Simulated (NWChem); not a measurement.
# hydrogen sulfide (H2S); SMILES S

```xyz
3

S      0.0000     0.0000     0.1231
H      0.9740     0.0000    -0.8272
H     -0.9740     0.0000    -0.8272
```
Atoms are numbered in this order, from 1.

Structure relaxed at the PBE-D3(BJ)/def2-SVP level.

Q: Split the isotropic spin-spin couplings (Hz) from PBE/pcJ-1 (NWChem) into Fermi-contact, spin-dipolar, paramagnetic and diamagnetic spin-orbit terms, for the pairs 2–3.

A: 
```tsv
pair	FC	SD	PSO	DSO	total
1H(2)–1H(3)	-11.26	0.19	1.61	-1.58	-11.05
```
